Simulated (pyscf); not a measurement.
This saddle point was located with ωB97X-D3(BJ)/def2-SVP in PySCF.

```xyz
8

Cl     0.1785     1.8763     0.0911
C      0.1098     0.2773    -0.5577
Cl     1.6629    -0.4199    -0.8871
Cl    -1.0257     0.0880    -1.8545
C     -0.6896    -1.0450     0.9672
C     -0.9560    -0.4502     2.0089
H     -0.6140    -1.9052     0.3150
H     -1.1354     0.2073     2.8430
```
Charge 0, spin multiplicity 2.

Surface: doublet, charge 0. Lowest wavenumbers (cm⁻¹): 592i, 44, 139, 157, 229.

Problem. Which two sides does it connect, and which bonds change?

Solution. Cl–C•(Cl)–Cl + acetylene (HC≡CH) ⇌ •HC=CH–C(Cl)(Cl)–Cl, an addition read from left to right: none broken and C–C formed. At ωB97M-D3(BJ)/def2-TZVP it lies +35.9 kJ/mol from the left side and +114.8 kJ/mol from the right (each side as separated species at their lowest minima found). •HC=CH–C(Cl)(Cl)–Cl lies 160.2 kJ/mol over its isomer Cl–CH=CH–C•(Cl)–Cl, and others may lie lower still (electronic energy, ωB97M-D3(BJ)). One saddle was located; it need not be the lowest between these sides.
